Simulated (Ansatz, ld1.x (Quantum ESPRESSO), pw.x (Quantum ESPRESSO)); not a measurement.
# What a changed setting does to a pw.x run (sc P)

Potential: norm-conserving RRKJ (Kleinman–Bylander form), ld1.x (Quantum ESPRESSO) 7.5, PBEsol; core [Ne], reference 3s2 3p3; waves: 3s (bound): rc 1.50 bohr; 3p (bound): rc 1.70 bohr; 3d channel at 0.05 Ry: rc 1.85 bohr; local part: all-electron potential smoothed inside 1.98 bohr (lloc = -2); core correction: none; rho0 0.02.

The reference run (k-mesh 13³, cutoffs 85/340 Ry, Fermi–Dirac 0.01 Ry, mixing_beta 0.4, conv_thr 1e-9, no spin) gives -0.25 GPa at 14.206 Å³/atom, where all-electron LAPW gives 0.21 GPa. This run, with its own iteration cap, changes k-mesh points per axis to 4.

```
&control
  calculation='scf', prefix='x', pseudo_dir='./', outdir='./tmp', tstress=.true., disk_io='none'
/
&system
  ibrav=0, nat=1, ntyp=1, ecutwfc=85, ecutrho=340, nbnd=9,
  occupations='smearing', smearing='fd', degauss=0.01
/
&electrons
  conv_thr=1e-09, mixing_beta=0.4, electron_maxstep=60
/
ATOMIC_SPECIES
P 1.0 P.UPF
CELL_PARAMETERS angstrom
  2.42190593 0.00000000 0.00000000
  0.00000000 2.42190593 0.00000000
  0.00000000 0.00000000 2.42190593
ATOMIC_POSITIONS crystal
P 0.0000 0.0000 0.0000
K_POINTS automatic
4 4 4 0 0 0
```

```bash
pw.x < P.scf.in > P.scf.out
```

Problem. How does the run end?

Solution. It converges in 7 iterations; the free energy moves by +329.2 meV/atom and the pressure by -0.05 GPa.

```
Message from routine setup:
     using ibrav=0 with symmetry is DISCOURAGED, use correct ibrav instead
     lattice parameter (alat)  =       4.5767  a.u.
     unit-cell volume          =      95.8668 (a.u.)^3
     number of electrons       =         5.00
     number of Kohn-Sham states=            9
     kinetic-energy cutoff     =      85.0000  Ry
     charge density cutoff     =     340.0000  Ry
     scf convergence threshold =      1.0E-09
     Exchange-correlation= PBESOL
     number of k points=    10  Fermi-Dirac smearing, width (Ry)=  0.0100
     iteration #  1     ecut=    85.00 Ry     beta= 0.40
     total energy              =     -13.17690923 Ry
     estimated scf accuracy    <       0.00528528 Ry
     iteration #  2     ecut=    85.00 Ry     beta= 0.40
     total energy              =     -13.17688489 Ry
     estimated scf accuracy    <       0.00186257 Ry
     iteration #  3     ecut=    85.00 Ry     beta= 0.40
     total energy              =     -13.17690923 Ry
     estimated scf accuracy    <       0.00000053 Ry
     iteration #  4     ecut=    85.00 Ry     beta= 0.40
     total energy              =     -13.17691808 Ry
     estimated scf accuracy    <       0.00000045 Ry
     iteration #  5     ecut=    85.00 Ry     beta= 0.40
     total energy              =     -13.17691813 Ry
     estimated scf accuracy    <       0.00000011 Ry
     iteration #  6     ecut=    85.00 Ry     beta= 0.40
     total energy              =     -13.17691820 Ry
     estimated scf accuracy    <       0.00000005 Ry
     iteration #  7     ecut=    85.00 Ry     beta= 0.40
     the Fermi energy is    11.5010 ev
!    total energy              =     -13.17691821 Ry
     estimated scf accuracy    <          2.3E-10 Ry
     smearing contrib. (-TS)   =      -0.00219273 Ry
     The total energy is F=E-TS. E is the sum of the following terms:
     one-electron contribution =       5.35646431 Ry
     hartree contribution      =       0.39064126 Ry
     xc contribution           =      -3.42336403 Ry
     ewald contribution        =     -15.49846701 Ry
     convergence has been achieved in   7 iterations
          total   stress  (Ry/bohr**3)                   (kbar)     P=       -3.08
     Message from routine punch:
     Nothing written, as per user request (disk_io='none')
```

The run took about 2.7 s on one core of a shared server CPU.
